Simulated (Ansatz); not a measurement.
# CHBSi+ (doublet): from Hartree-Fock to the top rungs, def2-TZVPP

An exercise on one series of results from a longer session: the logs are not shown, and one member is left open.

Program: Ansatz 0.2.0, Gaussian basis. Level of theory: def2-TZVPP, core rule «outside noble gas», up to 7 orbitals frozen. These are calculated values, not measurements.

Plan: UHF; ROHF; CCSD(T) on UHF.

2 further runs of the same task are left out: 2 set aside as unsound or not needed.

### The system

The geometry is a PBE0/def2-TZVP stationary point (not a proven minimum) of the parent state, kept for this charge and spin.

4 atoms, charge 1, spin multiplicity 2.

Atoms are counted from 1 here; the program's logs count them from 0.

Bond lengths: B1–Si2 2.104 Å, B1–C3 1.413 Å, Si2–C3 1.748 Å, Si2–H4 1.507 Å. Angles: Si2–B1–C3 55.5°, B1–Si2–C3 41.8°, B1–Si2–H4 159.6°, C3–Si2–H4 117.8°, B1–C3–Si2 82.7°.

As a file:

```xyz
4
charge 1, multiplicity 2
B     0.0000   -0.5421    1.3116
Si    0.0000   -0.1375   -0.7527
C     0.0000    0.7549    0.7505
H     0.0000    0.6499   -2.0374
```

Set-up of the first run:

Input file in.yaml:

```yaml
crystal:
  periodic: [false, false, false]
  atoms:
    - {symbol: B, position_ang: [0.000000, -0.542119, 1.311636]}
    - {symbol: Si, position_ang: [0.000000, -0.137461, -0.752718]}
    - {symbol: C, position_ang: [0.000000, 0.754866, 0.750494]}
    - {symbol: H, position_ang: [0.000000, 0.649881, -2.037416]}
basis:
  gaussian: {orbitals: def2-TZVPP}
total_charge: 1
magnetization: {spin_polarized: true, initial_magnetization: 1}
hamiltonian: {xc: hf}
output: {orbitals: {seedname: orbitals}}
```

Run with:

```console
ansatz run in.yaml --threads 1 --pin off --events-out ev --progress --plain --max-ram 4096MiB --backend cpu
```

Steps of the session up to this table: UHF; ROHF; CCSD(T) on UHF.

One of the session's tables, all rows but one given; the rest of the session is left out.

It belongs to the step «Misses and costs». 

```
  method  from UCCSD(T) (meV)
    ROHF              +9733.2
     UHF              +9134.4
    UMP2              +1747.3
   UCCSD                    ?
UCCSD(T)                    0
```

**Question.** Estimate the row for UCCSD.

**Answer.** from UCCSD(T) (meV): +613.0. In the column «from UCCSD(T) (meV)» it lies between UCCSD(T) (0) and UMP2 (+1747.3).

Caveats from the session: The determinant is far from a pure spin state, so its energy mixes those of several spin states (harmless only where they are near-degenerate, as at dissociation).
